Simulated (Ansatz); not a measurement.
C4H6F2 (`C[C@@]1(F)C[C@H]1F`). Charge 0, multiplicity 1. The structure was optimised at the PBE0-D4/def2-TZVP level.

```xyz
12

C     0.987    0.020    1.096
C     0.335    0.316   -0.211
F     1.048    1.216   -0.962
C    -0.405   -0.731   -0.988
C    -1.137    0.413   -0.359
F    -1.922    0.166    0.726
H     0.360   -0.644    1.691
H     1.956   -0.459    0.937
H     1.139    0.944    1.657
H    -0.319   -0.728   -2.067
H    -0.501   -1.704   -0.523
H    -1.541    1.191   -0.996
```

(1) What is the dipole moment at ωB97M-V/def2-TZVPP? (An estimate is asked.)

(2) And with PBE, r2SCAN, B3LYP? (An estimate is asked.)

(3) Give the Mulliken charges with ωB97M-V, PBE, r2SCAN in def2-TZVPP. (Estimate.)

## Answers

(1) Ansatz gave: 1.03 D, with components (0.22, -0.98, -0.19) D in this frame, pointing from negative to positive charge.

(2) The calculation gave: PBE 0.96 D, r2SCAN 1.01 D, B3LYP 1.03 D.

(3) The calculation gave: 
| atom | ωB97M-V | PBE | r2SCAN |
| --- | --- | --- | --- |
| C1 | -0.27 | -0.24 | -0.13 |
| C2 | 0.19 | 0.23 | 0.27 |
| F3 | -0.22 | -0.19 | -0.24 |
| C4 | -0.21 | -0.19 | -0.16 |
| C5 | 0.10 | 0.08 | 0.14 |
| F6 | -0.22 | -0.19 | -0.23 |
| H7 | 0.09 | 0.08 | 0.05 |
| H8 | 0.11 | 0.09 | 0.06 |
| H9 | 0.11 | 0.09 | 0.06 |
| H10 | 0.11 | 0.08 | 0.06 |
| H11 | 0.10 | 0.07 | 0.06 |
| H12 | 0.10 | 0.08 | 0.07 |

B3LYP here is the variant with VWN-RPA as its local correlation; programs differ in this.
